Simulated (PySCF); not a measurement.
An unknown is described by computed data only.

Elements present: C, H, N and O. Monoisotopic mass: 73.0528 u.

* Dipole: 0.33 D [PBE0/def2-SVPD]
* UV, first state: lowest singlet excitation: 6.05 eV (205 nm, f = 0.000) [TDDFT PBE0/def2-SVPD]
* 1H NMR: chemical shifts (computed TMS as zero) by class: 7.58 (1 H), 3.82 (3 H), 3.41 (3 H) ppm [GIAO PBE0/pcSseg-1]
* 13C NMR: chemical shifts (computed TMS as zero) by class: 160.1 (1 C), 55.5 (1 C), 42.4 (1 C) ppm [GIAO PBE0/pcSseg-1]
* Polarisability: 51.7 au [PBE0/def2-SVPD]
* Triplet: lowest triplet excitation (Tamm–Dancoff): 4.97 eV [TDA PBE0/def2-SVPD]
* NMR, other nuclei: isotropic shieldings of nuclei other than C and H, by class: -4 (1 N), 197 (1 O) ppm [GIAO PBE0/pcSseg-1]
* UV, strongest line: among the 6 lowest singlet transitions: S4 at 7.41 eV (167 nm, f = 0.104) [TDDFT PBE0/def2-SVPD]
* Rotational structure: rotational constants A, B, C: 16.577, 2.962, 2.594 GHz [GFN2-xTB]

The electronic properties come from PySCF, for the isolated species, density fitting. Levels stand in brackets. NMR shifts are as computed; neighbouring signals can stand in another order in a measured spectrum. Isolated species at its GFN2-xTB geometry (one conformer only). NMR values are class means; diastereotopic atoms form classes of their own.

Problem. Which formula fits the mass and the elements?

Solution. C3H7NO (calculated 73.0528). No other formula that holds each of these elements comes within 0.0003 u with a fitting electron parity and a possible valence count.

Problem. What is the compound? Reason from the data.

Solution. Numbering: `[CH3:1]/[N:2]=[CH:3]/[O:4][CH3:5]`. Its formula, C3H7NO, gives 1 degree of unsaturation: 0 rings and 1 π bond in the structure found. 3 carbons fall into 3 classes; from least to most shielded: C=N carbon [C3] (160.1 ppm), methoxy carbon [C5] (55.5 ppm), N-methyl carbon [C1] (42.4 ppm). Hydrogen classes from least to most shielded: 1 H on a C=N carbon, C3 (7.58 ppm), 3 H on a methoxy carbon, C5 (3.82 ppm), 3 H on an N-methyl carbon, C1 (3.41 ppm, a mean of values up to 0.6 ppm apart in this geometry). The other shieldings belong to: -4 ppm, C=N nitrogen [N2]; 197 ppm, oxygen bonded to 2 C [O4]. The optimised geometry has point group Cs and is an asymmetric top. Structure: `C/N=C/OC`. Computed isomers that give other values at the same levels: `CCNC=O` (13C chemical shifts (computed TMS as zero) by class: 159.6 (1 C), 33.6 (1 C), 19.0 (1 C) ppm); `CNC(C)=O` (13C chemical shifts (computed TMS as zero) by class: 168.3 (1 C), 26.4 (1 C), 24.0 (1 C) ppm); `CCC(N)=O` (13C chemical shifts (computed TMS as zero) by class: 172.9 (1 C), 29.4 (1 C), 10.2 (1 C) ppm). The assignments are read from this structure; whether some other isomer fits the data as well wasn't checked.

Conformer computed: `[CH3:1]/[N:2]=[CH:3]/[O:4][CH3:5]`: N2–C3–O4–C5 0°.
